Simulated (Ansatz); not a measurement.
## Ansatz (development build ahead of 0.2.0) run

```yaml
crystal:
  periodic: [false, false, false]
  atoms:
    - { symbol: F, position_ang: [0.0, 0.0, -1.23537] }
    - { symbol: H, position_ang: [0.0, 0.0, 0.0] }
    - { symbol: F, position_ang: [0.0, 0.0, 1.23537] }
basis:
  gaussian: { orbitals: cc-pVDZ }
total_charge: -1
hamiltonian:
  xc: hf
correlation:
  method: mp2
  frozen_orbitals: { F: 1, H: 0 }
```

The input is written out in the form of the current development build from the run's settings.

Results

- Converged: yes
- Reference energy: -199.46328 hartree
- Correlation energy: -0.40510 hartree
- Total energy: -199.86838 hartree
- Spin squared of the determinant: 0.000

Caution: bonds are stretched, where a single reference can fail; stretched shape with no unrestricted run beside it, a lower state can exist; no diffuse functions for an anion.
